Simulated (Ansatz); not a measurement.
BH₄NO, SMILES `NBO`, one more setting.

```yaml
crystal:
  periodic: [false, false, false]
  atoms:
    - {symbol: N, position_ang: [-0.949437, 0.171940, -0.442891]}
    - {symbol: B, position_ang: [0.292447, 0.160508, 0.197094]}
    - {symbol: O, position_ang: [1.025558, -0.998149, 0.192137]}
    - {symbol: H, position_ang: [-1.327555, -0.636170, -0.907405]}
    - {symbol: H, position_ang: [-1.534744, 0.985223, -0.476071]}
    - {symbol: H, position_ang: [0.696488, 1.155506, 0.737149]}
    - {symbol: H, position_ang: [1.858545, -0.906857, 0.654287]}
basis:
  gaussian: {orbitals: x2c-TZVPPall, fitting: {mean_field: def2-universal-jkfit}}
total_charge: 1
magnetization: {spin_polarized: true, initial_magnetization: 1}
hamiltonian: {xc: {name: HSE06}, pseudopotentials: {relativity: none}}
```

```sh
$ ansatz run in.yaml --threads 2 --pin off --events-out ev --progress --plain --max-ram 32768MiB --backend cpu
```

It prints (some lines left out):

```
Functional definition: HSE06
301 factors; integrals over basis functions are off by at most 9.4e-1 eV
301 factors; integrals over basis functions are off by at most 1.8e-7 eV
mean field evaluation 1: about -4246.5505 eV, gradient 7.4e1 eV
mean field evaluation 2: about -4205.8583 eV, gradient 1.2e2 eV
mean field evaluation 4: about -4265.3898 eV, gradient 1.9e1 eV
mean field evaluation 8: about -4267.3858 eV, gradient 8.8e-1 eV
mean field evaluation 16: about -4267.3906 eV, gradient 2.8e-4 eV
mean field -4267.39063417 eV, -156.8237132645 hartree, gradient 2.6e-5 eV, S^2 0.765932; 2 other end points of the search recorded, 0 dependent functions left out
reference -4267.39066615 eV, -156.8237144396 hartree; 12, 11 occupied and 137, 138 virtual orbitals, 301 factors
WARN: the results are in doubt because the basis set is contracted for relativity, which is off
Total energy: -4267.39066615 eV, -156.8237144396 hartree
In doubt: the basis set is contracted for relativity, which is off
```

Hardware: 2 threads of a server CPU on a shared host. Wall time 4.4 s, peak host memory 0.36 GiB.
